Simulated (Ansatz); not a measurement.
**NO+ (triplet): wave-function methods side by side, 6-31G**

Aim: climb from Hartree-Fock through coupled cluster and multireference methods for NO+ (triplet) at one geometry and basis, and see what each rung misses.

Program: Ansatz 0.2.0, Gaussian basis. Level of theory: 6-31G, core rule «outside noble gas», up to 2 orbitals frozen. These are calculated values, not measurements.

Plan: UHF; CCSD(T) on ROHF; CCSD(T) on UHF; BCCD(T) on ROHF; CISD; CCSDT(Q) on ROHF; CCSDT(Q) on UHF; CISDTQ; CCSDTQ on ROHF; CCSDTQ on UHF; CASSCF and MRCISD+Q, 10 electrons in 8 orbitals; CASSCF and NEVPT4(SD), 10 electrons in 8 orbitals; CASSCF and NEVPT2, 10 electrons in 8 orbitals; Full CI.

7 further runs of the same task are left out: 3 that didn't finish, 4 set aside as unsound or not needed.

## 1. The system

The geometry is a PBE0/def2-TZVP stationary point (not a proven minimum) of the parent state, kept for this charge and spin.

2 atoms, charge 1, spin multiplicity 3.

Atoms are counted from 1 here; the program's logs count them from 0.

Bond lengths: N1–O2 1.054 Å.

Geometry (Å):

```
N     0.0000    0.0000    0.0000
O     0.0000    0.0000    1.0537
```

## 2. UHF

in.yaml reads:

```yaml
crystal:
  periodic: [false, false, false]
  atoms:
    - {symbol: N, position_ang: [0.000000, 0.000000, 0.000000]}
    - {symbol: O, position_ang: [0.000000, 0.000000, 1.053700]}
basis:
  gaussian: {orbitals: 6-31G}
total_charge: 1
magnetization: {spin_polarized: true, initial_magnetization: 2}
hamiltonian: {xc: hf}
output: {orbitals: {seedname: orbitals}}
```

Started as:

```sh
ansatz run in.yaml --threads 1 --pin off --events-out ev --progress --plain --max-ram 2393MiB
```

After this run come: CCSD(T) on ROHF; CCSD(T) on UHF; BCCD(T) on ROHF; CISD; CCSDT(Q) on ROHF; CCSDT(Q) on UHF; CISDTQ; CCSDTQ on ROHF; CCSDTQ on UHF; CASSCF and MRCISD+Q, 10 electrons in 8 orbitals; CASSCF and NEVPT4(SD), 10 electrons in 8 orbitals; CASSCF and NEVPT2, 10 electrons in 8 orbitals; Full CI.

**Question.** What will the summary of the whole plan be? Wanted: FCI from the RHF energy; RMP2 from FCI; UMP2 from FCI; RCCSD from FCI; RCCSD(T) from FCI; UCCSD(T) from FCI; RCCSDT(Q) from FCI; UCCSDT(Q) from FCI; NEVPT2 valence from FCI.

The runs gave:

| quantity | value |
| --- | --- |
| FCI from the ROHF energy | -6.0661 eV |
| RMP2 from FCI | +7.92 kcal/mol |
| UMP2 from FCI | +24.12 kcal/mol |
| RCCSD from FCI | +5.06 kcal/mol |
| RCCSD(T) from FCI | +1.49 kcal/mol |
| UCCSD(T) from FCI | +1.42 kcal/mol |
| RCCSDT(Q) from FCI | +0.02 kcal/mol |
| UCCSDT(Q) from FCI | +0.02 kcal/mol |
| NEVPT2 valence from FCI | +11.47 kcal/mol |
| NEVPT4(SD) valence from FCI | +1.38 kcal/mol |
| MRCISD+Q valence from FCI | +0.57 kcal/mol |
| levels within 1 kcal/mol (43 meV) | RCCSDT, UCCSDT, CISDTQ, RCCSDT(Q), UCCSDT(Q), RCCSDTQ, UCCSDTQ, MRCISD+Q valence |
| T1 diagnostic | 0.038 |
| effectively unpaired electrons | 2.09 |

What this shows: RCCSD(T) lands +1.49 kcal/mol from the yardstick (1.1 % of the correlation energy). One determinant dominates. Of the multireference levels listed MRCISD+Q valence comes nearest in total energy (+0.57 kcal/mol), which doesn't show that its space is the better one. These misses are within one basis, not against nature; the frozen cores of restricted and unrestricted runs differ, which can shift their rows.

Levels on UHF freeze UHF's core orbitals, full CI those of ROHF, so the U rows can settle a little off it for that reason alone.

With open shells the CI space here admits some triples and quadruples, so it is larger than plain CISD.
